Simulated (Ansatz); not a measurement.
System: tetradymite Bi2Se3. Method: r²SCAN+rVV10 (plane waves, PAW; Ansatz, an electronic-structure program).

Settings: plane-wave cutoff 600 eV, 10×10×10 k mesh, scalar-relativistic PAW data made under PBE.

Computed at the level's own relaxed cell.

**Question.** Give the computed elastic constant C44, Poisson ratio, Voigt–Reuss–Hill bulk modulus, elastic constant C12, elastic constant C66, elastic constant C11, elastic constant C13 and elastic constant C33.

**Answer.** 
elastic constant C44: 18.9 GPa
Poisson ratio: 0.247
Voigt–Reuss–Hill bulk modulus: 34.1 GPa
elastic constant C12: 24.8 GPa
elastic constant C66: 30.5 GPa
elastic constant C11: 85.7 GPa
elastic constant C13: 19.7 GPa
elastic constant C33: 35.9 GPa

Elastic constants are with the ions relaxed.

Spin–orbit coupling is not included; it can shift volumes and moduli of such heavy elements.

Computed values are for the static lattice.

Computing time: very roughly 6 core-hours.
